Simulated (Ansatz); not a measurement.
Two isomers of C4H4F2: A = `FC1(F)C=CC1`, B = `F/C=C\C=C/F`.

Gas-phase electronic energies from Ansatz, PBE0-D4/def2-TZVP geometries. CCSD(T)/CBS adds triple-zeta CCSD(T) − MP2 to the extrapolated MP2 energy (def2 sets, frozen cores). DFT in def2-TZVPP. Each species was taken in one conformer, which may not be the lowest.

(1) Which is lower in electronic energy at CCSD(T)/CBS, and by how much? (Best estimate.)

(2) Give E(B) − E(A) in kJ/mol with PBE0-D4, B2PLYP, HF/def2-TZVPP, MP2/def2-TZVPP, CCSD/def2-TZVPP, CCSD(T)/def2-TZVPP, PBE-D4. (Estimate.)

Largest T1 diagnostic: 0.013.

## Answers

(1) Ansatz gave: B, by 2.6 kJ/mol.

(2) Computed: PBE0-D4 -1.2, B2PLYP -18.3, HF/def2-TZVPP -10.4, MP2/def2-TZVPP 1.8, CCSD/def2-TZVPP -2.1, CCSD(T)/def2-TZVPP -4.3, PBE-D4 -16.0. The order is the other way round with MP2/def2-TZVPP.

In def2-TZVPP, CCSD(T) changes the Hartree–Fock value by +6.1 kJ/mol (the triples alone add −2.3 kJ/mol) and MP2 by +12.2 kJ/mol. From PBE to PBE0 (25 % exact exchange), in def2-TZVPP and without D4, E(B) − E(A) moves by +15.1 kJ/mol.
